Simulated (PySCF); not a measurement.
Does the answer move with the share of exact exchange?

Species: C5H7N.
SMILES: `C#C[C@@H]1N[C@@H]1C`

PySCF, pcSseg-1 basis, density fitting, gas phase, PBE0-D3(BJ)/def2-SVP geometry. One functional is left out:

```json
{"functional": "B97-D", "exact exchange (%)": "0", "HOMO energy (eV)": "-5.61", "LUMO energy (eV)": "-0.23", "dipole moment (D)": "1.534"}
{"functional": "BLYP", "exact exchange (%)": "0", "HOMO energy (eV)": "-5.47", "LUMO energy (eV)": "-0.19", "dipole moment (D)": "1.510"}
{"functional": "BP86", "exact exchange (%)": "0", "HOMO energy (eV)": "-5.73", "LUMO energy (eV)": "-0.43", "dipole moment (D)": "1.556"}
{"functional": "LDA", "exact exchange (%)": "0", "HOMO energy (eV)": "-5.74", "LUMO energy (eV)": "-0.58", "dipole moment (D)": "1.620"}
{"functional": "OPBE", "exact exchange (%)": "0", "HOMO energy (eV)": "-5.62", "LUMO energy (eV)": "-0.19", "dipole moment (D)": "1.513"}
{"functional": "PBE", "exact exchange (%)": "0", "HOMO energy (eV)": "-5.62", "LUMO energy (eV)": "-0.33", "dipole moment (D)": "1.530"}
{"functional": "B3LYP", "exact exchange (%)": "20", "HOMO energy (eV)": "-6.69", "LUMO energy (eV)": "0.46", "dipole moment (D)": "1.609"}
{"functional": "PBE0", "exact exchange (%)": "25", "HOMO energy (eV)": "-6.93", "LUMO energy (eV)": "0.69", "dipole moment (D)": "1.643"}
{"functional": "mPW1PW91", "exact exchange (%)": "25", "HOMO energy (eV)": "-6.97", "LUMO energy (eV)": "0.67", "dipole moment (D)": "1.654"}
{"functional": "BHandHLYP", "exact exchange (%)": "50", "HOMO energy (eV)": "-8.08", "LUMO energy (eV)": "1.82", "dipole moment (D)": "1.716"}
```

Q: Predict the row of B97-2 (21 % exact exchange) by straight lines through the other rows, and check it.

A: 
| property | line | computed | computed − line | B3LYP (20 %), for comparison |
| --- | --- | --- | --- | --- |
| HOMO energy (eV) | -6.70 | -6.68 | +0.02 | -6.69 |
| LUMO energy (eV) | 0.55 | 0.64 | +0.09 | 0.46 |
| dipole moment (D) | 1.621 | 1.621 | 0.000 | 1.609 |

Q: Which of these properties follows the share of exact exchange most closely, and which least?

A: Most closely the HOMO energy, least the dipole moment; the correlations over the tabulated rows are HOMO energy -0.995, LUMO energy 0.987, dipole moment 0.894. The HOMO energy moves by -0.501 eV for every 10 %. Functionals with the same share still differ in their other parts: at 0 % BLYP and LDA differ by 0.27 eV in it.
